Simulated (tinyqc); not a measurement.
Orbital energy against energy difference: ionisation energy by orbital energies and by energy differences in the cc-pvdz basis, for LiH, spin multiplicity 1. Computed by the program tinyqc with PySCF. 

Geometry (angstrom):

| atom | x | y | z |
|---|---|---|---|
| Li | 0.0000 | 0.0000 | 0.0000 |
| H | 0.0000 | 0.0000 | 1.3810 |

CCSD(T) difference in the same basis = 8.1381 eV

IP-EOM-CCSD = 8.1380 eV

The cation is unrestricted; errors are against CCSD(T) in this basis, not against experiment.

First vertical ionisation energy (eV):

| method | -e(HOMO) | E(cation) - E | error of -e(HOMO) | error of the difference |
|---|---|---|---|---|
| HF | 8.483 | 7.28524 | 0.345 | -0.853 |
| LDA | 4.496 | 8.49822 | -3.642 | 0.360 |
| PBE | 4.474 | 8.33134 | -3.664 | 0.193 |
| B3LYP | 5.467 | 8.57389 | -2.671 | 0.436 |
| PBE0 | 5.603 | 8.29065 | -2.535 | 0.153 |
| CAM-B3LYP | 7.046 | 8.56221 | -1.092 | 0.424 |
| LC-wPBE | 8.372 | 8.37485 | 0.234 | 0.237 |

Koopmans errs by +0.35 eV and Delta-HF by -0.85 eV: relaxation, 1.20 eV, lowers the value and the missing correlation difference works against it. The PBE level is off by -3.7 eV through the wrong tail of its potential, though its energy difference is off by +0.19 eV; exact exchange deepens the level, and among the orbital energies LC-wPBE comes closest; among the differences PBE0 does.
